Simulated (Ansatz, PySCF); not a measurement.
C2F4, SMILES FC(=C(F)F)F. Atoms are numbered in the order given.

```xyz
6

F      0.0000     1.1015    -1.3868
C      0.0000     0.0000    -0.6660
F      0.0000    -1.1015    -1.3868
C      0.0000     0.0000     0.6660
F      0.0000    -1.1015     1.3868
F      0.0000     1.1015     1.3868
```
Charge 0, spin multiplicity 1.

Coordinates come from a B3LYP-D3(BJ)/def2-SVP optimisation.

Two levels are set side by side: PBE-D3(BJ)/def2-SVP (Ansatz, an electronic-structure program) and B3LYP-D3(BJ)/def2-SVP (PySCF). Each level has its own optimised geometry; the coordinates shown are those of the second. Frequencies come from the Hessian of PySCF at each geometry. Differences are taken from unrounded values.

```
quantity                            B3LYP-D3(BJ)
----------------------------------  ------------
mean bond length (Å)                       1.320
bond F1–C2 (Å)                             1.316
bond C2–F3 (Å)                             1.316
bond C2–C4 (Å)                             1.332
bond C4–F5 (Å)                             1.316
bond C4–F6 (Å)                             1.316
highest harmonic wavenumber (cm⁻¹)          1927
mean harmonic wavenumber (cm⁻¹)              797
zero-point energy (kcal/mol)               13.68
```

Question: What does PBE-D3(BJ) give, and how far is it from B3LYP-D3(BJ)? (An estimate is asked for; the answer gives what the named calculation found.)

Answer: 
```tsv
quantity	PBE-D3(BJ)	PBE-D3(BJ) minus B3LYP-D3(BJ)
mean bond length (Å)	1.328	0.009
bond F1–C2 (Å)	1.324	0.008
bond C2–F3 (Å)	1.324	0.008
bond C2–C4 (Å)	1.344	0.012
bond C4–F5 (Å)	1.324	0.008
bond C4–F6 (Å)	1.324	0.008
highest harmonic wavenumber (cm⁻¹)	1859	-68
mean harmonic wavenumber (cm⁻¹)	769	-29
zero-point energy (kcal/mol)	13.19	-0.49
```

GGA bonds tend to be longer and softer than those of functionals with exact exchange. Differences between two approximate levels are no errors against the true value.
